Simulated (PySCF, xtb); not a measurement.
ClNa, SMILES [Na][Cl] (connectivity only; charge and spin as stated), charge -1, multiplicity 2.

Harmonic wavenumbers (cm⁻¹) from GFN2-xTB run with xtb at its own minimum, in rising order: 85.

**Question.** What does PySCF with PBE0-D3(BJ)/def2-TZVPD give at its own minimum? (The exact figures need the calculation; the answer reports its results.)

**Answer.** 265. Paired by order, the mean absolute difference is 179 cm⁻¹ and the zero-point energies are 0.1 and 0.4 kcal/mol.
